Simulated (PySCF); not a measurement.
Open-shell species derived from `Cc1cnoc1`. All by UKS B3LYP (pcH-1 on C H N O) in PySCF, non-relativistic with spin–orbit coupling as a perturbation, on GFN2-xTB geometries; isolated species, one conformer each; SCF stability not tested; anions may not bind their extra electron in the gas phase. Couplings are magnitudes for isotopes of over 50 % abundance, averaged over nuclei equivalent by connectivity (but not across a short bond from an atom whose three angles sum to over 350°); populations are Mulliken's. The geometries weren't refined by DFT: couplings that depend on bond lengths, twists or pyramidal angles can differ widely from those at the functional's own minimum, by a factor of two or more for some ions and for spin on atoms past the first row.

```json
{"species": "CC1=CO[N]C1", "change": "H added to aryl C", "⟨S²⟩": "0.757", "g1": "2.0020", "g2": "2.0049", "g3": "2.0062", "largest spin population on": "nitrogen bonded to C and O (0.75)", "largest couplings": "2 × 1H 172 MHz, 1 × 14N 33 MHz, 3 × 1H 7 MHz, 1 × 1H 2 MHz"}
{"species": "CC1=CON[CH]1", "change": "H added to N", "⟨S²⟩": "0.768", "g1": "2.0020", "g2": "2.0039", "g3": "2.0046", "largest spin population on": "carbon bonded to C, N and H (0.48)", "largest couplings": "1 × 1H 87 MHz, 1 × 1H 36 MHz, 1 × 1H 35 MHz, 1 × 14N 33 MHz, and 1 smaller"}
```

**Question.** Predict the same entries for `CC1=CO[N][CH-]1` [radical] (charge -1) (electron added).

**Answer.** ⟨S²⟩: 0.764; g1: 2.0019; g2: 2.0047; g3: 2.0054; largest spin population on: carbon bonded to C, O and H (0.48); largest couplings: 1 × 1H 38 MHz, 1 × 14N 16 MHz, 3 × 1H 4 MHz, 1 × 1H 4 MHz. The largest Mulliken spin populations are on C3 (+0.48), N5 (+0.32) and O4 (+0.15). (Numbering: [CH3:1][C:2]1=[CH:3][O:4][N:5][CH-:6]1 (hydrogens: H7, H8, H9 on C1; H10 on C3; H11 on C6).)

**Question.** Which has the highest and which the lowest g_iso, and which the widest g anisotropy?

**Answer.** Highest: CC1=CO[N]C1 (2.0044, largest spin population on nitrogen bonded to C and O). Lowest: CC1=CON[CH]1 (2.0035, largest spin population on carbon bonded to C, N and H). Widest: CC1=CO[N]C1, g3 − g1 = 0.0042, which alone would spread the powder pattern at 94 GHz over 7.0 mT.

**Question.** How many first-order lines does each doublet give under fast tumbling, over what width, and where is its centre at 9.5 GHz?

**Answer.** 
| species | lines | width (mT) | centre (mT) |
| --- | --- | --- | --- |
| CC1=CO[N][CH-]1 (charge -1 and doublet state) | 48 | 3.1 | 338.70 |
| CC1=CO[N]C1 | 72 | 15.4 | 338.63 |
| CC1=CON[CH]1 | 96 | 9.1 | 338.78 |

Splittings under 0.05 mT aren't counted.

Means can hide wide spreads in the frozen geometry: CC1=CON[CH]1, 3 × 1H from -18 to -6 MHz (mean -10); CC1=CO[N][CH-]1 (charge -1 and doublet state), 3 × 1H from -2 to 9 MHz (mean 4); CC1=CO[N]C1, 3 × 1H from 0 to 10 MHz (mean 7). The drawing needn't show where the spin sits: the atom drawn as the radical centre holds a spin population of 0.32 in CC1=CO[N][CH-]1 (charge -1 and doublet state) and 0.48 in CC1=CON[CH]1.
